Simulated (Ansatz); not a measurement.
# C2HFO: the cost of one run

Program: Ansatz 0.2.0, Gaussian basis. Level of theory: single points in def2-TZVPP. These are calculated values, not measurements.

Cores are frozen in the correlated methods.

### Step 1. Starting geometry

SMILES `O=C=CF`, 5 atoms, charge 0, spin multiplicity 1.

Atoms are counted from 1 here; the program's logs count them from 0.

Bond lengths: O1–C2 1.152 Å, C2–C3 1.309 Å, C3–F4 1.338 Å, C3–H5 1.096 Å. Angles: O1–C2–C3 175.0°, C2–C3–F4 122.9°, C2–C3–H5 121.4°, F4–C3–H5 115.7°.

Coordinates:

```
O     0.64972   -1.29553    1.33269
C     0.24266   -0.55200    0.55221
C    -0.12731    0.35588   -0.31472
F    -1.12703    0.16677   -1.18399
H     0.38993    1.31939   -0.38799
```

### Step 2. PBE-D4/def2-TZVPP

File run/in.yaml:

```yaml
crystal:
  periodic: [false, false, false]
  atoms:
    - {symbol: O, position_ang: [0.649722, -1.295531, 1.332693]}
    - {symbol: C, position_ang: [0.242661, -0.551998, 0.552206]}
    - {symbol: C, position_ang: [-0.127314, 0.355878, -0.314718]}
    - {symbol: F, position_ang: [-1.127030, 0.166766, -1.183988]}
    - {symbol: H, position_ang: [0.389929, 1.319393, -0.387991]}
basis:
  gaussian: {orbitals: def2-TZVPP}
hamiltonian: {xc: pbe, dispersion: d4}
output: {forces: true}
```

Launch:

```bash
ansatz run in.yaml --threads 2 --pin off --events-out ev --progress --plain --max-ram 3481MiB
```

Q: Estimate wall time and peak memory on 2 threads of Arm Neoverse V2, shared host.

About 1 s, with a peak of 0.12 GiB.
